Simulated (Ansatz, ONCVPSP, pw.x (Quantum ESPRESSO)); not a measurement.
**What a changed setting does to a pw.x run (bcc Ti)**

Potential: optimised norm-conserving Vanderbilt (ONCV), ONCVPSP 4.0.1.1 (patched build), PBEsol; core [Ne], reference 3s2 3p6 3d2 4s2; waves: 3s+4s: rc 1.60 bohr, ncon 4, nbas 8, qcut 6.1 1/bohr, 3 projectors, debl 3.6 Ha; 3p: rc 1.40 bohr, ncon 4, nbas 8, qcut 9.5 1/bohr, 3 projectors, debl 1.4 Ha; 3d: rc 2.10 bohr, ncon 3, nbas 8, qcut 9 1/bohr, 2 projectors, debl 2.5 Ha; local part: polynomial inside 1.05 bohr (lpopt 5, dvloc0 3 Ha); core correction: Teter function fitted to the true core (icmod 2), fcfact 0.75. In the p channel the program set the typed energies aside and used -1.425, 0.250, 1.650 Ha.

The reference run (k-mesh 14³, cutoffs 70/280 Ry, Fermi–Dirac 0.01 Ry, mixing_beta 0.4, conv_thr 1e-9, no spin) gives 0.15 GPa at 16.644 Å³/atom, where all-electron LAPW gives 0.09 GPa. This run, with its own iteration cap, changes ecutrho/ecutwfc to 2.

```
&control
  calculation='scf', prefix='x', pseudo_dir='./', outdir='./tmp', tstress=.true., disk_io='none'
/
&system
  ibrav=0, nat=1, ntyp=1, ecutwfc=70, ecutrho=140, nbnd=14,
  occupations='smearing', smearing='fd', degauss=0.01
/
&electrons
  conv_thr=1e-09, mixing_beta=0.4, electron_maxstep=50
/
ATOMIC_SPECIES
Ti 1.0 Ti.UPF
CELL_PARAMETERS angstrom
  -1.60841916 1.60841916 1.60841916
  1.60841916 -1.60841916 1.60841916
  1.60841916 1.60841916 -1.60841916
ATOMIC_POSITIONS crystal
Ti 0.0000 0.0000 0.0000
K_POINTS automatic
14 14 14 0 0 0
```

```bash
pw.x < Ti.scf.in > Ti.scf.out
```

Question: How does the run end?

Answer: It converges in 7 iterations; the free energy moves by -3.02 eV/atom and the pressure by +145.13 GPa. Below 4 the density is truncated and F is no longer variational, so a small shift in one case is no licence.

```
Message from routine set_cutoff:
     ecutrho < 4*ecutwfc, are you sure?
     Message from routine setup:
     using ibrav=0 with symmetry is DISCOURAGED, use correct ibrav instead
     lattice parameter (alat)  =       5.2645  a.u.
     unit-cell volume          =     112.3193 (a.u.)^3
     number of electrons       =        12.00
     number of Kohn-Sham states=           14
     kinetic-energy cutoff     =      70.0000  Ry
     charge density cutoff     =     140.0000  Ry
     scf convergence threshold =      1.0E-09
     Exchange-correlation= PBESOL
     number of k points=   104  Fermi-Dirac smearing, width (Ry)=  0.0100
     iteration #  1     ecut=    70.00 Ry     beta= 0.40
     total energy              =    -128.73556336 Ry
     estimated scf accuracy    <       0.01762962 Ry
     iteration #  2     ecut=    70.00 Ry     beta= 0.40
     total energy              =    -128.73881122 Ry
     estimated scf accuracy    <       0.00017994 Ry
     iteration #  3     ecut=    70.00 Ry     beta= 0.40
     total energy              =    -128.73884010 Ry
     estimated scf accuracy    <       0.00005227 Ry
     iteration #  4     ecut=    70.00 Ry     beta= 0.40
     total energy              =    -128.73884167 Ry
     estimated scf accuracy    <       0.00000099 Ry
     iteration #  5     ecut=    70.00 Ry     beta= 0.40
     total energy              =    -128.73884167 Ry
     estimated scf accuracy    <       0.00000014 Ry
     iteration #  6     ecut=    70.00 Ry     beta= 0.40
     total energy              =    -128.73884170 Ry
     estimated scf accuracy    <          3.5E-09 Ry
     iteration #  7     ecut=    70.00 Ry     beta= 0.40
     the Fermi energy is    14.1448 ev
!    total energy              =    -128.73884170 Ry
     estimated scf accuracy    <          2.0E-10 Ry
     smearing contrib. (-TS)   =      -0.00980501 Ry
     The total energy is F=E-TS. E is the sum of the following terms:
     one-electron contribution =     -38.56630327 Ry
     hartree contribution      =      23.93699071 Ry
     xc contribution           =     -27.89237166 Ry
     ewald contribution        =     -86.20735247 Ry
     convergence has been achieved in   7 iterations
          total   stress  (Ry/bohr**3)                   (kbar)     P=     1452.80
     Message from routine punch:
     Nothing written, as per user request (disk_io='none')
```

The run took about 13 s on one core of a shared host (Neoverse-N1, 64 threads, 124 GiB, load 51).
